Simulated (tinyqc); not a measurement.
Inside a calculation. Method: UHF in the sto-3g basis, for H3O+, spin multiplicity 1. One step of it, computed by the program tinyqc.

Problem. Orthogonalisation. S = U s U^T; canonical form X = U s^(-1/2), so that X^T S X = 1. Each column of U has its largest component positive (the first on a tie).

overlap S:
```
           1O 1s     1O 2s     1O 2px     1O 2py     1O 2pz      2H 1s      3H 1s      4H 1s
1O 1s   1.000000  0.236704   0.000000   0.000000   0.000000   0.029951   0.029939   0.029939
1O 2s   0.236704  1.000000   0.000000   0.000000   0.000000   0.327919   0.327832   0.327832
1O 2px  0.000000  0.000000   1.000000   0.000000   0.000000   0.299257  -0.149701  -0.149701
1O 2py  0.000000  0.000000   0.000000   1.000000   0.000000   0.000000   0.259050  -0.259050
1O 2pz  0.000000  0.000000   0.000000   0.000000   1.000000  -0.025167  -0.025158  -0.025158
2H 1s   0.029951  0.327919   0.299257   0.000000  -0.025167   1.000000   0.104296   0.104296
3H 1s   0.029939  0.327832  -0.149701   0.259050  -0.025158   0.104296   1.000000   0.104397
4H 1s   0.029939  0.327832  -0.149701  -0.259050  -0.025158   0.104296   0.104397   1.000000
```

Give: eigenvalues of S; X.

Solution.

eigenvalues of S: 0.480  0.578  0.578  0.980  1.014  1.318  1.318  1.734

X:
```
             1       2       3       4       5       6       7       8
1O 1s   -0.418   0.000   0.000   0.714   0.587   0.000   0.000   0.196
1O 2s    1.100   0.000   0.000   0.005   0.088   0.000   0.000   0.487
1O 2px   0.000   0.862   0.000   0.000   0.000   0.000   0.658   0.000
1O 2py   0.000   0.000   0.862   0.000   0.000   0.658   0.000   0.000
1O 2pz  -0.070   0.000   0.000  -0.649   0.758   0.000   0.000  -0.033
2H 1s   -0.481  -0.811   0.000  -0.172  -0.140   0.000   0.466   0.316
3H 1s   -0.480   0.406  -0.703  -0.172  -0.140   0.404  -0.233   0.316
4H 1s   -0.480   0.406   0.703  -0.172  -0.140  -0.404  -0.233   0.316
```
